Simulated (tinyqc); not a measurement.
RHF in the sto-3g basis, for CH3-, spin multiplicity 1, step by step. The basis has no diffuse functions, so it cannot describe the extra electron: this is an exercise in the method, not the real anion. One step of it, computed by the program tinyqc.

Task: Iteration 2: diagonalisation and new density. Diagonalise F' = X^T F X, C = X C', fill 5 alpha and 5 beta electrons from the bottom; D = 2 C_occ C_occ^T. Each column has its largest component positive (the first on a tie).

extrapolated F (hartree), lower triangle:
```
,1C 1s,1C 2s,1C 2px,1C 2py,1C 2pz,2H 1s,3H 1s,4H 1s
1C 1s,-12.258457
1C 2s,-3.068694,-1.257096
1C 2px,0.001793,0.013110,-0.098960
1C 2py,0.000000,0.000000,0.000000,-0.502443
1C 2pz,0.000170,-0.000468,-0.000010,0.000000,-0.436694
2H 1s,-0.600986,-0.407548,-0.166313,0.000000,0.000427,-0.056777
3H 1s,-0.602282,-0.412088,0.086689,-0.229275,0.000424,-0.104882,-0.061193
4H 1s,-0.602282,-0.412088,0.086689,0.229275,0.000424,-0.104882,-0.089899,-0.061193
```

X, lower triangle:
```
,1C 1s,1C 2s,1C 2px,1C 2py,1C 2pz,2H 1s,3H 1s,4H 1s
1C 1s,1.027905
1C 2s,-0.159225,1.311332
1C 2px,-0.000002,0.000064,1.145057
1C 2py,0.000000,0.000000,0.000000,1.144849
1C 2pz,0.000072,-0.000696,0.000000,0.000000,1.000002
2H 1s,0.023898,-0.276994,-0.289457,0.000000,0.000674,1.192188
3H 1s,0.023891,-0.276773,0.144712,-0.250460,0.000674,-0.023328,1.191957
4H 1s,0.023891,-0.276773,0.144712,0.250460,0.000674,-0.023328,-0.023294,1.191957
```

Give: F' = X^T F X; orbital energies; coefficients C; D after iteration 2.

Result:

F' = X^T F X (hartree), lower triangle:
```
,1,2,3,4,5,6,7,8
1,-12.059
2,-1.512,-0.516
3,0.000,0.015,0.044
4,0.000,0.000,0.000,-0.392
5,0.000,-0.001,0.000,0.000,-0.437
6,-0.105,-0.233,-0.241,0.000,0.000,0.205
7,-0.106,-0.237,0.121,-0.212,0.000,-0.031,0.225
8,-0.106,-0.237,0.121,0.212,0.000,-0.031,-0.034,0.225
```

orbital energies (hartree): MO1 -12.259, MO2 -0.532, MO3 -0.509, MO4 -0.437, MO5 -0.168, MO6 0.369, MO7 0.376, MO8 0.455

coefficients C:
```
,MO1,MO2,MO3,MO4,MO5,MO6,MO7,MO8
1C 1s,1.000,-0.243,0.000,0.001,-0.003,-0.160,0.000,0.004
1C 2s,0.001,0.924,0.000,-0.004,0.005,1.058,0.000,-0.035
1C 2px,0.000,-0.028,0.000,0.000,0.721,0.053,0.000,0.956
1C 2py,0.000,0.000,0.937,0.000,0.000,0.000,-0.747,0.000
1C 2pz,0.000,0.005,0.000,1.000,0.000,-0.003,0.000,0.000
2H 1s,0.001,0.076,0.000,-0.001,0.361,-0.746,0.000,-0.944
3H 1s,0.001,0.077,0.080,-0.001,-0.157,-0.696,0.892,0.517
4H 1s,0.001,0.077,-0.080,-0.001,-0.157,-0.696,-0.892,0.517
```

D after iteration 2, lower triangle:
```
,1C 1s,1C 2s,1C 2px,1C 2py,1C 2pz,2H 1s,3H 1s,4H 1s
1C 1s,2.116
1C 2s,-0.446,1.707
1C 2px,0.009,-0.045,1.041
1C 2py,0.000,0.000,0.000,1.757
1C 2pz,0.000,0.002,0.000,0.000,2.000
2H 1s,-0.038,0.144,0.517,0.000,-0.001,0.273
3H 1s,-0.035,0.141,-0.231,0.150,-0.001,-0.102,0.074
4H 1s,-0.035,0.141,-0.231,-0.150,-0.001,-0.102,0.048,0.074
```
